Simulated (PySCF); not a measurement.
# Dipole moment and polarisability of `C=C(C)C1=CC1`

Species: C6H8.
Structure used (GFN2-xTB), in Å, numbered top down from 1:
```xyz
14
C6H8 angstrom
C     -1.2543    1.2718    0.3764
C     -0.7036    0.1073    0.0283
C     -1.5069   -1.1057   -0.3406
C      0.7146   -0.0446   -0.0119
C      1.7905   -0.7576   -0.2232
C      2.0244    0.6587    0.2058
H     -0.6479    2.1229    0.6351
H     -2.3218    1.4067    0.4118
H     -1.2595   -1.4234   -1.3524
H     -1.2705   -1.9290    0.3318
H     -2.5718   -0.8960   -0.2848
H      2.2723   -1.6635   -0.4953
H      2.3699    1.3885   -0.5196
H      2.3640    0.8633    1.2163
```

Level: PBE0/def2-SVPD (PySCF), static field, nuclei fixed, core orbitals frozen in the response. The polarisability tensor in these axes (au):

```
x   90.98 -9.35 -2.65
y   -9.35 77.11  8.31
z   -2.65  8.31 51.90
```

Q: What are the eigenvalues, a third of the trace, and Δα (Δα² = ½Σ(αi − αj)² over the three pairs)?

A: Principal values 49.41, 74.04 and 96.55 au; mean 73.33 au = 10.87 Å³ = 12.09 × 10⁻⁴⁰ C²·m²/J; Δα = 40.84 au (56 % of the mean).

Q: What is the dipole moment, and where does it point?

A: (-0.55, -0.52, -0.16) D, 0.78 D in size, pointing from the negative to the positive side. Measured along this direction, the outermost atoms are H14 and H13 at the negative end and H11 at the positive end.

Q: Along which axes do the principal values lie, and how far do the nuclei extend along each?

A: Largest value along (0.87, -0.48, -0.14), where the nuclei span 5.58 Å; middle along (0.50, 0.83, 0.25), 4.35 Å; least along (0.00, -0.29, 0.96), 1.81 Å. The response follows the extents in order.

Q: In a dilute gas of rigid molecules at 400 K, how does the orientational term μ²/3kT compare with the electronic polarisability?

A: In Gaussian units μ²/3kT = 3.63 Å³ against 10.87 Å³, a ratio of 0.33; the Debye molar polarisation (4π/3)N_A(α + μ²/3kT) is 36.6 cm³/mol, leaving out the vibrational part.

Q: Molar refractivity from α?

A: Lorentz–Lorenz: R = (4π/3)N_A α = 2.5225 cm³/(mol·Å³) × 10.87 Å³ = 27.4 cm³/mol, in the limit of long wavelengths.

Q: In TDDFT the mean static polarisability is Σ f/ω² over all singlet excitations (ω in hartree). How much of it do the 6 lowest give? Their energies (eV) and oscillator strengths: 5.16, 0.3411; 5.67, 0.0007; 6.31, 0.0012; 6.60, 0.1024; 6.75, 0.0031; 6.88, 0.0309.

A: They add up to 11.82 au, 16.1 % of the 73.33 au; the largest single term is 9.50 au, from the state at 5.16 eV. Terms in order: 9.50, 0.02, 0.02, 1.74, 0.05, 0.48 au. Higher excitations give the rest. The strengths listed sum to 0.479.

The structure is a single GFN2-xTB conformer in the gas phase; no vibrational or solvent corrections.

The run behind these numbers computed excited states as well. Rough CPU time on one thread of a shared machine: about 50 s.
